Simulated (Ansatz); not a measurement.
# Worked example: correlation energy of HCB, singlet

Geometry: a point of a stretch scan, not a stationary point.

```xyz
3

B     0.0000    0.0774    2.2603
C     0.0000   -0.3671   -0.6995
H     0.0000    0.2898   -1.5607
```

Basis 6-31G; Ansatz 0.2.0. Correlated methods freeze the noble-gas cores, which leaves 8 electrons in 18 orbitals. R marks a restricted (for open shells ROHF) determinant.

Full CI is exact within this basis and frozen core; it isn't the basis-set limit.

Runs differ by some tens of microhartree through their thresholds, so steps under 0.03 kcal/mol mean nothing.

```
     level  total energy (hartree)
       RHF              -62.686195
      RMP2              -62.811386
     RCCSD              -62.874539
  RCCSD(T)              -62.884874
   RCCSDT*              -62.884099
RCCSDT(Q)*              -62.885770
  RCCSDTQ*              -62.885218
   full CI              -62.885281
```

Q: What is the correlation energy at full CI, and what share of it do RMP2 and RCCSD recover?

A: E(corr) = -62.885281 − (-62.686195) = -0.199086 hartree = -5.417 eV. RMP2: -0.125191 / -0.199086 = 62.88 %. RCCSD: -0.188344 / -0.199086 = 94.60 %.

Q: By how many kcal/mol does RCCSD(T) miss full CI (1 hartree = 627.509 kcal/mol), and which steps make up the rest?

A: -62.884874 − (-62.885281) = 0.000407 hartree = 0.26 kcal/mol. Steps: RCCSDT − RCCSD(T) = 0.49, RCCSDT(Q) − RCCSDT = -1.05, RCCSDTQ − RCCSDT(Q) = 0.35, full CI − RCCSDTQ = -0.04 kcal/mol. That is within 1 kcal/mol of the reference in this basis, which itself misses far more of the correlation at the basis-set limit.

An asterisk marks runs whose energy the program itself flagged as in doubt.
